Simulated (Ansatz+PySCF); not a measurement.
Results of a calculation; reference values are marked as such.
# Several solutions for singlet H2O

```xyz
3

O     0.0000    0.0000   -0.1197
H     0.0000    2.2625    1.6753
H     0.0000   -0.7542    0.4787
```

Basis set: cc-pVDZ (spherical functions). Charge 0, multiplicity 1.

PBE0 (restricted) was run from several starts with Ansatz (development build ahead of 0.2.0) and PySCF 2.14.0.

```
run  program                                start  converged  energy (hartree)  <S²>
  A   Ansatz              stability test followed        yes         -76.06944  0.00
  B    PySCF  guess minao, instabilities followed        yes         -76.06944  0.00
  C    PySCF                     program defaults         no                 –     –
  D   Ansatz          search for the lowest state        yes         -76.06944  0.00
  E   Ansatz              atomic start, no search        yes         -76.06944  0.00
```

(1) Which runs reached the lowest solution of this kind, and what is wrong with the others?

Answers

(1) A, B, D, E reached the lowest solution found. Not converged: C. Caution: charge can spread falsely over distant fragments. Caution: an unrestricted determinant lies well below (2.31 eV lower).
